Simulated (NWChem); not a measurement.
Atomisation of chlorine (Cl$_{2}$)

SMILES: ClCl
```xyz
2

Cl     0.0000     0.0000     1.0128
Cl     0.0000     0.0000    -1.0128
```
Charge 0, spin multiplicity 1.

Everything below was run with NWChem. All single points use one geometry, from PBE0/def2-SVP, a minimum by its harmonic frequencies.

Basis set: def2-TZVP. The atomisation energy is electronic alone: no zero-point, thermal, spin-orbit or counterpoise terms. No value is extrapolated to the basis-set limit. Free atoms are single determinants with multiplicities Cl 2.

B3LYP has NWChem's definition, with VWN1-RPA local correlation. No SCF solution was tested for a lower state. Open-shell Hartree-Fock references start from PBE0 orbitals.

### Question
Order these methods by the atomisation energy they give, lowest first: HF, B3LYP, BP86, PBE0, TPSS.

### Answer
HF (17.8 kcal/mol), B3LYP (55.2 kcal/mol), PBE0 (58.9 kcal/mol), TPSS (61.0 kcal/mol), BP86 (63.9 kcal/mol)
